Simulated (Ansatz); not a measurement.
`C=NC(C)(F)F` → `F[C]F` + `C=NC`  (formal loss of a carbene)

Program: Ansatz. Geometries: PBE0-D4/def2-TZVP. ΔE: electronic, gas phase. CCSD(T)/CBS is the MP2 limit (def2-TZVPP, def2-QZVPP) plus CCSD(T) − MP2 in def2-TZVPP, frozen cores. This one scheme is used for every species. DFT in def2-TZVPP. B3LYP here is the variant with VWN-RPA as its local correlation; programs differ in this. One conformer a species, not always the lowest.

`C=NC(C)(F)F`:

```xyz
11

C     1.742    0.551    0.568
N     1.077   -0.119   -0.264
C    -0.226   -0.576    0.091
C    -1.295    0.073   -0.742
F    -0.517   -0.395    1.420
F    -0.239   -1.920   -0.095
H     1.384    0.804    1.568
H     2.733    0.897    0.277
H    -1.082   -0.093   -1.796
H    -2.259   -0.367   -0.485
H    -1.318    1.144   -0.542
```

`F[C]F`:

Z-matrix (Å, degrees):
```
C
F 1 1.296
F 1 1.296 2 104.7
```

`C=NC`:

Z-matrix (Å, degrees):
```
C
N 1 1.439
H 1 1.093 2 109.0
H 1 1.093 2 109.1 3 116.1
H 1 1.100 2 113.7 3 -121.9
C 2 1.257 1 117.9 3 121.5
H 6 1.090 2 119.4 1 -179.9
H 6 1.100 2 123.2 1 0.1
```

| level | ΔE (kJ/mol) | difference from CCSD(T)/CBS |
| --- | --- | --- |
| PBE-D4 | 297.1 | -1.5 |
| r2SCAN-D4 | 312.4 | 13.8 |
| B3LYP-D4 | 290.8 | -7.8 |
| ωB97M-V | 294.7 | -3.9 |
| B2PLYP | 289.5 | -9.1 |
| PBE | 289.4 | -9.2 |
| MP2/def2-TZVPP | 312.7 | 14.1 |
| SCS-MP2/def2-TZVPP | 298.6 | 0.0 |
| CCSD/def2-TZVPP | 292.0 | -6.6 |
| CCSD(T)/def2-TZVPP | 292.0 | -6.6 |
| HF/def2-QZVPP | 265.9 | -32.7 |
| MP2/def2-QZVPP | 316.0 | 17.4 |
| SCS-MP2/def2-QZVPP | 301.6 | 3.0 |
| HF/CBS(def2) | 265.7 | -32.9 |
| MP2/CBS(def2) | 319.3 | 20.7 |
| CCSD/CBS(def2) | 298.6 | 0.0 |
| CCSD(T)/CBS | 298.6 | 0 |

Largest T1 diagnostic among the species: 0.017.

The D4 term adds +12.2 kJ/mol with B3LYP and +6.6 kJ/mol with PBE0; it sums over pairs of atoms, weighted by their polarisabilities, and B3LYP, whose exchange is more repulsive, gets the larger term. In def2-TZVPP, CCSD(T) changes the Hartree–Fock value by +24.8 kJ/mol (the triples alone add +0.0 kJ/mol) and MP2 by +45.6 kJ/mol.
